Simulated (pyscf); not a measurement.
H₃C–O–AlH–O• -> [O=Al]• + H₃C–OH (1,1-elimination; doublet surface; Al–O, Al–H broken, H–O formed). Structures and frequencies: ωB97X-D3(BJ)/def2-SVP in PySCF. Energies in kcal/mol from the reactant's lowest minimum found.

```
level                   barrier  reaction energy
----------------------  -------  ---------------
ωB97X-D3(BJ)/def2-TZVP     54.3            +44.4
r²SCAN/def2-TZVP           43.8            +38.2
B3LYP-D3(BJ)/def2-TZVP     48.3            +37.7
PBE0-D3(BJ)/def2-TZVP      47.9            +38.0
M06-2X/def2-TZVP              …            +40.8
ωB97M-D3(BJ)/def2-TZVP        …                …
```

Problem. Some entries are withheld; supply them.

Solution. 
- M06-2X/def2-TZVP, barrier: 53.0
- ωB97M-D3(BJ)/def2-TZVP, barrier: 52.0
- ωB97M-D3(BJ)/def2-TZVP, reaction energy: +39.4

The functionals in the table span 10.5 kcal/mol in this barrier, from r²SCAN to ωB97X-D3(BJ)/def2-TZVP. On the product side the descent ends in an adduct with a Al–O contact, 21.9 kcal/mol under the separated species and 31.8 kcal/mol under the saddle at ωB97X-D3(BJ)/def2-TZVP. What is counted as broken (Al–O) persists as a longer contact in the product adduct; parting that adduct is a step of its own. H₃C–O–AlH–O• lies 33.7 kcal/mol over its isomer [H₃C–O–Al–OH]• (electronic energy, ωB97M-D3(BJ)/def2-TZVP). One saddle was located; it need not be the lowest between these sides. The term symbol of open-shell O=Al was not checked; spin-orbit terms are left out.
